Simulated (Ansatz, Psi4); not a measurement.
C4H8S2 (1,3-dithiane): the atomisation enthalpy at 298 K, rung by rung

C4H8S2: 14 atoms, total charge 0, spin state singlet. As SMILES, `C1CSCSC1`. The coordinates come from a PBE0-D4/def2-TZVP relaxation. This is one conformer, not always the lowest.

Each level gives the atomisation enthalpy at 298 K (kJ/mol). The values are calculated. The thermal term (zero-point and 298 K enthalpy, harmonic and unscaled) is that of wPBEh/def2-SV(P); the spin-orbit lowering of the free atoms at 298 K, 3.8 kJ/mol by their spectra, is taken off.

**What was measured.** CRC Handbook of Chemistry and Physics gives the atomisation enthalpy at 298 K of the gas as 5175 kJ/mol.

| level | kind | program | value (kJ/mol) | computed − measured | CPU time (all runs) |
| --- | --- | --- | --- | --- | --- |
| HF/6-31G* (spherical functions) | Hartree–Fock | Ansatz | 3667 | -1508 | 9.9 s |
| B3LYP/6-31G* (spherical functions) | global hybrid | Ansatz | 5081 | -94 | 29 s |
| wB97X-V/6-31G* (spherical functions) | range-separated hybrid | Psi4 | 5183 | +8 | 10 min |
| MP2/6-31G* (spherical functions) | perturbation theory | Ansatz | 4731 | -444 | 18 s |
| CCSD/6-31G* (spherical functions) | coupled cluster or CI | Ansatz | 4616 | -559 | 54 s |

Nearest: wB97X-V/6-31G* (spherical functions) (+8 kJ/mol); farthest: HF/6-31G* (spherical functions) (-1508 kJ/mol). Computed less measured by kind, in kJ/mol (of the ab initio rows, those in 6-31G*): Hartree–Fock -1508; global hybrid -94; range-separated hybrid +8; perturbation theory -444; coupled cluster or CI -559. In a finite basis correlated wave-function methods underbind, so their errors here aren't those of the basis-set limit. CPU times are rough (shared hosts, several kinds of processor and program).
